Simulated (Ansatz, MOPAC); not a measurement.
System: methyl(methylsilyloxy)silane, C2H10OSi2 (charge 0, singlet). SMILES: C[SiH2]O[SiH2]C
Geometry: optimised at B3LYP-D3(BJ)/def2-TZVP (Ansatz, a quantum-chemistry and plane-wave program).

PM7 beside other levels, property by property. Terms: PM7 with its own dispersion and hydrogen-bond terms; non-relativistic; no dispersion term unless named; no spin-orbit coupling; frozen cores in correlated levels; UHF or UKS for open shells. Basis-set limits of correlation are two-point, X^-3; Hartree-Fock from the larger set. [CCSD(T)-MP2]/basis is that difference in the basis named. First-principles rows: single points at B3LYP-D3(BJ) geometries (Ansatz), with unscaled harmonic terms from B3LYP/6-31G* (Ansatz) at its own minima, enthalpies of formation by atomisation with measured atoms. Semi-empirical rows: MOPAC heats of formation at their own minima for 298 K.

Coupled cluster (Ansatz) is a level with limits of its own, used here on species with T1 under 0.025 (0.045 for open shells) and stable references: (a) RI-MP2/CBS(cc-pV(T+d)Z,cc-pV(Q+d)Z)+[CCSD(T)-MP2]/cc-pV(T+d)Z; (b) CCSD(T)/CBS(cc-pV(T+d)Z,cc-pV(Q+d)Z).

```csv
property,PM7 (MOPAC),AM1 (MOPAC),HF/3-21G (Ansatz),B3LYP/STO-3G (Ansatz),to compare with
enthalpy of formation at 298 K (kcal/mol),-131.1,-107.4,272.4,-381.7,-119.6 coupled cluster (b)
"C-Si bond dissociation enthalpy at 298 K, to C[SiH2]O[SiH2] + [CH3] (CH3) (kcal/mol)",56.5,63.6,66.9,110.5,92.8 coupled cluster (b)
"O-Si bond dissociation enthalpy at 298 K, to C[SiH2] (CH5Si) + C[SiH2][O] (kcal/mol)",112.5,95.1,96.8,111.7,134.4 coupled cluster (a)
```

As the rows show:
- enthalpy of formation at 298 K: PM7 lies 11.5 kcal/mol below coupled cluster.
- C-Si bond dissociation enthalpy at 298 K, to C[SiH2]O[SiH2] + [CH3] (CH3): PM7 lies 36.3 kcal/mol below coupled cluster.
- O-Si bond dissociation enthalpy at 298 K, to C[SiH2] (CH5Si) + C[SiH2][O]: PM7 lies 21.9 kcal/mol below coupled cluster.

The properties are those with a value to compare with, at most eight drawn at random. No case is left out for the size of its miss. Left out are saddle points of the reference geometry, anions that the best level run finds unbound, excited spin states, species near biochemistry, 298 K rows of species without real B3LYP wavenumbers, cases with under five habitual levels, runs that failed or that the program found above a lower state of the same kind, table entries that another table contradicts, and a share of species set aside by lot.
